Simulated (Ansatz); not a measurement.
Input file:

```yaml
crystal:
  periodic: [false, false, false]
  atoms:
    - {symbol: N, position_ang: [0.000000, 0.000000, 0.000000]}
    - {symbol: N, position_ang: [0.000000, 0.000000, 1.370000]}
basis:
  gaussian: {orbitals: def2-mTZVP}
magnetization: {spin_polarized: true, initial_magnetization: 2}
hamiltonian: {xc: {name: PBE}}
correlation: {method: ccsdt, electrons: outside_noble_gas, diis_vectors: 12}
accuracy: high
scf: {omitted_lower_state_checks: [cluster_reference]}
```

```sh
$ ansatz run in.yaml --threads 1 --pin off --events-out ev --progress --plain --max-ram 2393MiB
```

Log:

```
these checks for a lower state are left out or cut short: cluster_reference
600 factors; integrals over basis functions are off by at most 3.4e-9 eV
mean field evaluation 1: about -2969.7721 eV, gradient 1.3e1 eV
mean field evaluation 2: about -2969.7703 eV, gradient 1.3e1 eV
mean field evaluation 4: about -2970.5213 eV, gradient 2.6e0 eV
mean field evaluation 8: about -2971.1793 eV, gradient 3.2e0 eV
mean field evaluation 16: about -2971.5578 eV, gradient 2.0e-4 eV
mean field evaluation 32: about -2971.4782 eV, gradient 4.1e0 eV
mean field evaluation 64: about -2970.4674 eV, gradient 4.1e0 eV
mean field evaluation 96: about -2970.5491 eV, gradient 2.6e-8 eV
mean field evaluation 128: about -2970.1949 eV, gradient 8.9e0 eV
mean field evaluation 160: about -2969.9116 eV, gradient 1.2e1 eV
mean field -2971.55782370 eV, -109.2027358268 hartree, gradient 9.4e-8 eV, S^2 2.003898; 14 other end points of the search recorded, 0 dependent functions left out
2 core orbitals not correlated: weight in the atoms' cores, before any rotation towards them, 1.000 or more for the frozen orbitals, at most 0.000 for the correlated occupied ones
reference -2958.98031891 eV, -108.7405210510 hartree; 6, 4 occupied and 30, 32 virtual orbitals, 600 factors
second order -8.23845265 eV of doubles, -0.39074312 eV of singles
...
cycle  20  -9.65912563 eV  change   -1.6e-5 eV  update   7.9e-7
cycle  21  -9.65911905 eV  change    6.6e-6 eV  update   5.4e-7
cycle  22  -9.65911887 eV  change    1.8e-7 eV  update   8.4e-8
cycle  23  -9.65911898 eV  change   -1.1e-7 eV  update   3.5e-8
cycle  24  -9.65911892 eV  change    6.4e-8 eV  update   1.6e-8
cycle  25  -9.65911891 eV  change    5.7e-9 eV  update   6.6e-9
cycle  26  -9.65911890 eV  change    1.4e-8 eV  update   3.3e-9
cycle  27  -9.65911890 eV  change    1.6e-9 eV  update   1.4e-9
cycle  28  -9.65911890 eV  change   -2.4e-9 eV  update  5.5e-10
cycle  29  -9.65911890 eV  change  -1.1e-10 eV  update  2.4e-10
WARN: these amplitudes may be one of several solutions (largest doubles amplitude 0.85, level shift 0.00 eV)
Total energy: -2968.63943781 eV, -109.0954871233 hartree
Checks for a lower state left out: cluster_reference
```

Ran on 1 thread of Arm Neoverse V1, shared host: 19 s wall, 0.22 GiB peak host memory.
